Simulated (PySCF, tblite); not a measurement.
C₄H₉Cl.
Z-matrix (Å and degrees, GFN2-xTB geometry), rows numbered from 1:
```
C 
C   1  1.5237
C   2  1.5286  1  111.49
C   3  1.5189  2  111.04  1  -179.81
Cl  4  1.7854  3  110.68  2  -179.92
H   1  1.0874  2  110.60  3   -60.11
H   1  1.0871  2  110.44  3   179.82
H   1  1.0874  2  110.48  3    59.84
H   2  1.0923  1  109.52  3   121.12
H   2  1.0923  1  109.40  3  -121.04
H   3  1.0918  2  109.58  1    59.26
H   3  1.0918  2  109.59  1   -58.96
H   4  1.0904  3  111.39  2    61.49
H   4  1.0904  3  111.44  2   -61.32
```

Level of theory: PBE0/pcSseg-1 in PySCF (dipole) on a GFN2-xTB geometry, gas phase.

Masses are those of the commonest isotopes; rigid-rotor values at the optimised geometry. The values belong to one conformer with, in the numbering `[CH3:1][CH2:2][CH2:3][CH2:4][Cl:5]`, C1–C2–C3–C4 180°, C2–C3–C4–Cl5 180°.

Problem. What are A, B and C (cm⁻¹)?

Solution. Ia = 30.02, Ib = 377.99, Ic = 395.39 u·Å²; 505379 MHz·u·Å²/I gives 16834, 1337 and 1278 MHz, that is A = 0.56154, B = 0.04460, C = 0.04263 cm⁻¹.

Problem. What kind of rotor is it?

Solution. A near-prolate asymmetric top: κ = (2 × 1337 − 16834 − 1278)/(16834 − 1278) = -0.99.

Problem. Is it planar, by Δ = Ic − Ia − Ib?

Solution. Not planar: Δ = Ic − Ia − Ib = -12.61 u·Å². For a rigid frame Δ = −2 Σ m c², so Σ m c² = 6.31 u·Å² lies off the ab plane, practically all of it from hydrogen. The atom farthest from that plane is 0.89 Å away.

Problem. Give the other two planar moments, Paa and Pbb, and the rms extents of the mass along the axes.

Solution. Paa = Σ m a² = (Ib + Ic − Ia)/2 = 371.68 and Pbb = Σ m b² = (Ia + Ic − Ib)/2 = 23.71 u·Å². With the mass M = 92.04 u, the rms extents √(P/M) along a, b and c are 2.01, 0.51, 0.26 Å.

Problem. List the rotational levels J(Ka,Kc) to J = 4 (MHz).

Solution. Above 0(0,0):
J = 1: 1(0,1) 2615, 1(1,1) 18113, 1(1,0) 18171
J = 2: 2(0,2) 7845, 2(1,2) 23284, 2(1,1) 23461, 2(2,1) 69953, 2(2,0) 69953
J = 3: 3(0,3) 15690, 3(1,3) 31041, 3(1,2) 31394, 3(2,2) 77799, 3(2,1) 77799, 3(3,1) 155433, 3(3,0) 155433
J = 4: 4(0,4) 26149, 4(1,4) 41384, 4(1,3) 41973, 4(2,3) 88259, 4(2,2) 88262, 4(3,2) 165894, 4(3,1) 165894, 4(4,1) 274582, 4(4,0) 274582
The levels of one J sum to (2J + 1)J(J + 1)(A + B + C)/3.

Problem. Predict some low-J microwave lines.

Solution. The dipole components are |μa| = 2.15 D, |μb| = 0.91 D, |μc| = 0.00 D; the mirror of this Cs structure is the ab plane, so μc vanishes by symmetry and there are no c-type lines. Intensities carry the squares of the components, which stand as 1.00 : 0.18 (a : b). Some lines, for components of 0.1 D or more:

```tsv
type	branch	J(Ka,Kc)	MHz	lower level (cm⁻¹)
a	Q	3(1,2) ← 3(1,3)	353	1.035
a	R	1(0,1) ← 0(0,0)	2615	0.000
a	R	2(1,2) ← 1(1,1)	5172	0.604
a	R	2(0,2) ← 1(0,1)	5230	0.087
a	R	3(1,3) ← 2(1,2)	7757	0.777
a	R	3(0,3) ← 2(0,2)	7845	0.262
a	R	3(2,2) ← 2(2,1)	7846	2.333
a	R	3(2,1) ← 2(2,0)	7846	2.333
a	R	3(1,2) ← 2(1,1)	7934	0.783
b	Q	1(1,0) ← 1(0,1)	15556	0.087
b	Q	2(1,1) ← 2(0,2)	15615	0.262
b	Q	3(1,2) ← 3(0,3)	15704	0.523
b	R	1(1,1) ← 0(0,0)	18113	0.000
b	R	2(1,2) ← 1(0,1)	20669	0.087
b	R	3(1,3) ← 2(0,2)	23196	0.262
b	Q	2(2,0) ← 2(1,1)	46493	0.783
b	Q	2(2,1) ← 2(1,2)	46669	0.777
b	Q	3(2,2) ← 3(1,3)	46757	1.035
b	R	3(2,2) ← 2(1,1)	54338	0.783
b	Q	3(3,0) ← 3(2,1)	77634	2.595
b	Q	3(3,1) ← 3(2,2)	77634	2.595
b	R	3(3,0) ← 2(2,1)	85480	2.333
```

Its GFN2-xTB frequencies are all real (lowest 91 cm⁻¹). No vibrational averaging or centrifugal distortion is included, and the geometry carries the error of its method. A rigid rotor knows nothing of internal rotation, which can split or shift real lines. Quadrupole hyperfine structure (35Cl) is left out.
